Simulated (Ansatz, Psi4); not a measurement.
Ansatz → Psi4

This Ansatz 0.2.0 job computes SiNH5 (SMILES [SiH3]N):

molecule.yaml:
```yaml
crystal:
  periodic: [false, false, false]
  atoms:
    - {symbol: Si, position_ang: [-0.413010, -0.292700, -0.422350]}
    - {symbol: N, position_ang: [0.611760, 0.348670, 0.801280]}
    - {symbol: H, position_ang: [-0.018320, -1.706330, -0.653330]}
    - {symbol: H, position_ang: [-1.813170, -0.217090, 0.068940]}
    - {symbol: H, position_ang: [-0.367930, 0.402730, -1.743970]}
    - {symbol: H, position_ang: [0.391580, 1.238230, 1.219480]}
    - {symbol: H, position_ang: [1.609100, 0.226510, 0.729930]}
basis:
  gaussian: {orbitals: def2-TZVP}
accuracy: high
hamiltonian: {xc: hf}
output: {orbitals: {seedname: orbitals}}
```

```bash
$ ansatz run molecule.yaml --threads 1 --pin off --max-ram 3480MiB --events-out events.jsonl --progress --plain --runs-dir runs
```

The coordinates come from a PBE0-D4/def2-TZVP relaxation.

It gives a total energy of -346.348076 Eh.

Problem. How is this level of theory, on these atoms, set up in Psi4 1.11 as a QCSchema file, asking for the gradient?

Solution. One way, which was run:

h5nsi.json:
```json
{
 "schema_name": "qcschema_input",
 "schema_version": 1,
 "molecule": {
  "schema_name": "qcschema_molecule",
  "schema_version": 2,
  "symbols": ["Si", "N", "H", "H", "H", "H", "H"],
  "geometry": [-0.78047579, -0.55312284, -0.79812583, 1.15605885, 0.65889081, 1.51419975, -0.03461978, -3.22449638, -1.23461477, -3.42639472, -0.41024064, 0.13027772, -0.69528693, 0.7610494, -3.29562567, 0.73997896, 2.33991558, 2.30448321, 3.04075831, 0.42804186, 1.37936779],
  "molecular_charge": 0,
  "molecular_multiplicity": 1,
  "fix_symmetry": "c1"
 },
 "driver": "gradient",
 "model": {
  "method": "scf",
  "basis": "def2-TZVP"
 },
 "keywords": {
  "puream": true,
  "e_convergence": 1e-09,
  "d_convergence": 1e-08,
  "scf_type": "pk"
 }
}
```

```bash
$ psi4 --qcschema h5nsi.json -n 1 --memory 2200MB
```

Its energy is -346.348076 Eh, the same as the first but for the last digit, at most.
